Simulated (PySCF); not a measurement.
Species: C4H6N2.
Atom-mapped SMILES: `[CH3:1][c:2]1[cH:3][cH:4][nH:5][n:6]1` (hydrogens: H7, H8, H9 on C1; H10 on C3; H11 on C4; H12 on N5)

Method: PBE0-D3(BJ)/def2-SVP geometry optimisation, gas phase in PySCF 2.14.0.

Give the optimised bond lengths and angles.

```json
{"bond": "C1–C2", "length (Å)": "1.492", "order": "single"}
{"bond": "C2–C3", "length (Å)": "1.418", "order": "aromatic"}
{"bond": "C3–C4", "length (Å)": "1.381", "order": "aromatic"}
{"bond": "C4–N5", "length (Å)": "1.351", "order": "aromatic"}
{"bond": "N5–N6", "length (Å)": "1.330", "order": "aromatic"}
{"bond": "C2–N6", "length (Å)": "1.329", "order": "aromatic"}
{"bond": "C1–H7, C1–H8, C1–H9", "length (Å)": "1.100", "order": "single"}
{"bond": "C3–H10", "length (Å)": "1.087", "order": "single"}
{"bond": "C4–H11", "length (Å)": "1.088", "order": "single"}
{"bond": "N5–H12", "length (Å)": "1.011", "order": "single"}
```

Bonds in one row agree within 0.01 Å and their mean is given. Orders are formal, as drawn. A selection of angles:
```json
{"angle": "C2–C1–H7", "degrees": "111.0"}
{"angle": "H7–C1–H8", "degrees": "107.3"}
{"angle": "C1–C2–C3", "degrees": "128.2"}
{"angle": "C1–C2–N6", "degrees": "121.1"}
{"angle": "C3–C2–N6", "degrees": "110.8"}
{"angle": "C2–C3–C4", "degrees": "104.8"}
{"angle": "C2–C3–H10", "degrees": "127.8"}
{"angle": "C4–C3–H10", "degrees": "127.4"}
{"angle": "C3–C4–N5", "degrees": "105.8"}
{"angle": "C3–C4–H11", "degrees": "132.0"}
{"angle": "N5–C4–H11", "degrees": "122.1"}
{"angle": "C4–N5–N6", "degrees": "113.5"}
{"angle": "C4–N5–H12", "degrees": "127.2"}
{"angle": "N6–N5–H12", "degrees": "119.2"}
{"angle": "C2–N6–N5", "degrees": "105.1"}
```

The C–N distances run from 1.329 Å (C2–N6, aromatic) to 1.351 Å (C4–N5, aromatic), a spread of 0.022 Å. The 6 heavy atoms lie in one plane (0.001 Å rms). The 5-membered ring C2–C3–C4–N5–N6 has internal angles of 104.8° to 113.5°; it is planar, 0.00 Å rms from its mean plane, widest ring torsion 0°. N5 (pyrrole-type nitrogen) is planar (angles 127.2°, 119.2° and 113.5°, sum 360.0°, 0.00 Å off the plane of its three neighbours). N6 (pyridine-type nitrogen) is bent (angle 105.1°). The 3 C–C bonds span 1.381 Å (C3–C4, aromatic) to 1.492 Å (C1–C2, drawn single), a spread of 0.111 Å.

Point group: near Cs, missed by 0.09 Å at most; the miss may be what the optimiser left on a soft mode. Not checked by PBE0-D3(BJ)/def2-SVP frequencies.

The run took 27 s on Arm Neoverse V2, one thread, on a shared host. This is the geometry optimisation.
